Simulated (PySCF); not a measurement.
Compound: isopropyl isocyanide, C4H7N.
Numbering: `[C-:1]#[N+:2][CH:3]([CH3:4])[CH3:5]` (hydrogens: H6 on C3; H7, H8, H9 on C4; H10, H11, H12 on C5)
Bond orders are those of one Lewis drawing.

Method: PBE0-D3(BJ)/def2-TZVP geometry optimisation, gas phase in PySCF; density fitting, grid level 2; the optimiser is geomeTRIC in internal coordinates, started from a GFN2-xTB structure with every atom displaced at random (about 0.01 Å).

Step 0: E = -5746.2186 eV
```
atom  x, y, z in Å  |  force x, y, z in eV/Å
C1      0.1103    2.6761    0.0229    0.438   2.815   0.456
N2     -0.0684    1.5636   -0.1555   -0.399  -2.074  -0.436
C3     -0.2602    0.1887   -0.3596    1.233  -0.552  -0.399
C4     -0.9393   -0.4134    0.8217   -1.394   0.205   0.748
C5      1.1155   -0.4740   -0.5930   -0.144   0.410   0.772
H6     -0.8591    0.0775   -1.2625   -0.176  -0.069  -0.081
H7     -0.3610   -0.2950    1.7362    0.227   0.001  -0.020
H8     -1.1292   -1.4685    0.6626    0.004  -0.251  -0.055
H9     -1.9164    0.0812    1.0101    0.472  -0.292  -0.152
H10     1.6335   -0.0212   -1.4233    0.158   0.166  -0.350
H11     1.7441   -0.3521    0.3099   -0.298  -0.012  -0.371
H12     1.0017   -1.5326   -0.7753   -0.121  -0.348  -0.112
```

Step 1: E = -5746.2634 eV
```
atom  x, y, z in Å  |  force x, y, z in eV/Å
C1     -0.0090    2.7595   -0.1106    0.028  -0.214   0.101
N2     -0.0760    1.5952   -0.1468    0.147   0.289  -0.034
C3     -0.2031    0.1915   -0.3163   -0.280  -0.190  -0.171
C4     -0.9772   -0.4265    0.8452   -0.115   0.264   0.120
C5      1.1433   -0.4697   -0.5717    0.143   0.013   0.174
H6     -0.7945    0.0679   -1.2301   -0.082  -0.005   0.023
H7     -0.3588   -0.4507    1.7392    0.166  -0.041   0.126
H8     -1.2541   -1.4526    0.5917   -0.063   0.084   0.041
H9     -1.8759    0.1598    1.1077    0.298  -0.299  -0.349
H10     1.6583   -0.0109   -1.4119   -0.061   0.050  -0.175
H11     1.8181   -0.4051    0.2804   -0.087   0.121   0.233
H12     1.0005   -1.5282   -0.7825   -0.094  -0.073  -0.088
```

Q: Estimate the geometry and energy of step 2. (The exact step hangs on the optimiser's Hessian estimate; all steps are aligned on step 1, rigid shifts and turns removed.)

A: E = -5746.2950 eV, largest force 0.190 eV/Å
```
atom  x, y, z in Å  |  force x, y, z in eV/Å
C1      0.0299    2.7468   -0.0818    0.034  -0.052   0.086
N2     -0.0652    1.5875   -0.1506   -0.023   0.094  -0.096
C3     -0.2169    0.1856   -0.3338   -0.099  -0.111  -0.042
C4     -0.9624   -0.4290    0.8401    0.069   0.092   0.120
C5      1.1317   -0.4653   -0.5683    0.185  -0.042   0.007
H6     -0.8203    0.0580   -1.2401   -0.024   0.060   0.041
H7     -0.3331   -0.4368    1.7339    0.001   0.009  -0.040
H8     -1.2404   -1.4566    0.6037   -0.009  -0.011   0.004
H9     -1.8605    0.1434    1.0696   -0.078  -0.045  -0.042
H10     1.6423   -0.0074   -1.4163   -0.004  -0.027  -0.013
H11     1.7742   -0.3677    0.3106   -0.060   0.028  -0.009
H12     0.9920   -1.5284   -0.7727    0.007   0.004  -0.017
```

The energy changes by -0.0316 eV. The first-order estimate −F·Δx gives -0.0546 eV and the mean of the old and new forces, exact on a quadratic surface, -0.0317 eV. The step makes an angle of 60° with the force vector and moves no atom by more than 0.065 Å.

What follows is the cost of the whole optimisation. The run took 3.2 min wall on one thread, Arm Neoverse N1 (aarch64), shared host with 64 logical CPUs at a one-minute load of 50, and the process peaked at 0.74 GiB of memory.
